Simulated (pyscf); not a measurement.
## Hydrogen shift: `[CH2][CH2][NH2]` [doublet] -> `[CH3][CH][NH2]` [doublet]

Gas phase, doublet surface, charge 0. Bonds broken: C1–H3. Bonds formed: C2–H3. Single points on ωB97X-D3(BJ)/def2-SVP structures (PySCF, gas phase). Correlated levels are frozen-core, on RHF or UHF. ΔMP2 is the change of the MP2 total energy from the triple- to the quadruple-zeta basis.

Transition state (Å):

```xyz
9

C      0.2467     0.1575    -0.2044
C     -0.6682     1.3022    -0.4794
H      0.5226     1.1200    -1.0347
H      0.0525    -0.7578    -0.7768
H     -1.5617     1.1579    -1.0931
H     -0.6310     2.1575     0.2015
N      0.8067    -0.0190     1.0824
H      0.7298     0.8083     1.6667
H      1.7709    -0.3412     1.0704
```

One imaginary mode, 1969i cm⁻¹; descent along it reached the two sides named.

| bond | change | reactant side (Å) | saddle | product side |
|---|---|---|---|---|
| C1–H3 | breaks | 1.113 | 1.301 | 2.149 |
| C2–H3 | forms | 2.133 | 1.326 | 1.101 |

Electronic energies relative to the reactant's lowest minimum found (kcal/mol):

```
level                             barrier  reaction energy  reverse barrier
--------------------------------  -------  ---------------  ---------------
ωB97X-D3(BJ)/def2-TZVP               38.4            -11.5             50.0
PBE/def2-TZVP                        33.1            -11.8             45.0
r²SCAN/def2-TZVP                     37.4            -10.8             48.1
B3LYP-D3(BJ)/def2-TZVP               38.0            -11.4             49.4
PBE0-D3(BJ)/def2-TZVP                36.6            -11.4             48.0
M06-2X/def2-TZVP                     38.6            -10.6             49.2
ωB97M-D3(BJ)/def2-TZVP               37.9            -11.2             49.0
HF/def2-TZVP                         51.5             -7.9             59.4
MP2/def2-QZVPP                       39.3            -10.3             49.6
CCSD/def2-TZVPP                      41.8             -9.5             51.3
CCSD(T)/def2-TZVPP                   40.1             -9.7             49.8
CCSD(T)/def2-TZVPP + ΔMP2(QZVPP)     39.6             -9.9             49.5
```

With CCSD(T)/def2-TZVPP + ΔMP2(QZVPP) energies and thermal terms (ideal gas, 1 atm, RRHO with modes under 100 cm⁻¹ raised to 100, one conformer, R ln 2 for chiral ones without a mode under 150 cm⁻¹), in kcal/mol:

```csv
T (K),ΔH‡,ΔG‡,ΔH,ΔG
298,36.5,36.7,-9.6,-9.7
600,36.4,36.9,-9.7,-9.7
900,36.1,37.2,-9.8,-9.7
1200,35.8,37.7,-9.8,-9.7
```

The same reactants have a lower exit, to H₂C=CH₂ + NH₂• (no saddle counted: cutting one bond, which may have a small barrier of its own, costs +23.8 kcal/mol at ωB97M-D3(BJ)/def2-TZVP, against +37.9 kcal/mol here). One saddle was located; it need not be the lowest between these sides. The CCSD(T) − MP2 part came from Ansatz, without density fitting, on the same reference.
